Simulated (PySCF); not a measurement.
**C₅H₉N: electronic excitations and core binding energies**

Wanted: the electronic excitations and core binding energies of C₅H₉N (`C=CC/N=C\C`), by calculation.

Computed with PySCF 2.14.0, with density-fitted response routines of our own, on a single molecule in the gas phase. Atoms are numbered from 0 throughout.

### 1 Starting geometry

15 atoms, charge 0, multiplicity 1; geometry from: GFN2-xTB.

Bonds of the start (Å): C0–C1 1.32, C1–C2 1.50, C2–N3 1.44, N3–C4 1.25, C4–C5 1.50, C0–H6 1.08, C0–H7 1.08, C1–H8 1.08, C2–H9 1.10, C2–H10 1.10, C4–H11 1.09, C5–H12 1.09, C5–H13 1.09, C5–H14 1.09.

### 2 TDDFT and polarisability: B3LYP/def2-SVPD

The job: settings as JSON, then the geometry in Å.

```
{"job": {"kind": "uv", "xc": "B3LYP", "basis": "def2-SVPD", "nstates": 8, "ntriplets": 3}, "charge": 0, "multiplicity": 1}
C      2.699705     0.875036    -0.016385
C      1.899035    -0.118363     0.316706
C      0.537288    -0.339560    -0.268945
N     -0.361106    -0.762729     0.772887
C     -1.600729    -0.585907     0.696028
C     -2.379712     0.055018    -0.416495
H      3.674691     0.993428     0.424276
H      2.418000     1.610934    -0.753013
H      2.184145    -0.846624     1.062036
H      0.198413     0.559102    -0.802188
H      0.601619    -1.157712    -1.000881
H     -2.174998    -0.944312     1.544358
H     -2.147485     1.119592    -0.464228
H     -3.447450    -0.062031    -0.259293
H     -2.105832    -0.387882    -1.373740
```

Level: TDDFT B3LYP/def2-SVPD, vertical, gas phase, core orbitals frozen in the response.

Launch:

```bash
$ OMP_NUM_THREADS=1 python probes_run.py task.json out
```

One launch serves the whole session: the jobs run in the order shown.

**Question.** This job is followed by: delta-SCF UKS SCAN, pcX-2 on the ionised atom, pcseg-1 elsewhere, spin-free X2C. Predict these results of the whole session: lowest singlet (B3LYP/def2-SVPD); brightest single state of those computed; lowest triplet; C1s binding energies, SCAN/pcX-2; N1s binding energies, SCAN/pcX-2.

**Answer**, as computed:

```
                                quantity                                                     value
        lowest singlet (B3LYP/def2-SVPD)                               4.84 eV (256 nm), f = 0.002
brightest single state of those computed                               state 8, 7.29 eV, f = 0.054
                          lowest triplet                                                   4.11 eV
        C1s binding energies, SCAN/pcX-2  C4 291.48, C2 291.34, C5 290.96, C1 290.29, C0 289.99 eV
        N1s binding energies, SCAN/pcX-2                                              N3 404.30 eV
```

What this shows: The lowest singlet, at 4.84 eV, is HOMO→LUMO 0.96 and is weak; of the 8 states computed, the strongest absorption comes from state 8 at 7.29 eV (the last computed, so partners may be missing). The lowest triplet lies 0.73 eV below the lowest singlet (triplets in Tamm-Dancoff, singlets in full TDDFT). States above −ε(HOMO) lie where TDDFT describes them poorly and they hang on the basis; the brightest is among them. C4 (C=N carbon) binds its C1s electron 1.49 eV more tightly than C0 (terminal =CH2 carbon).
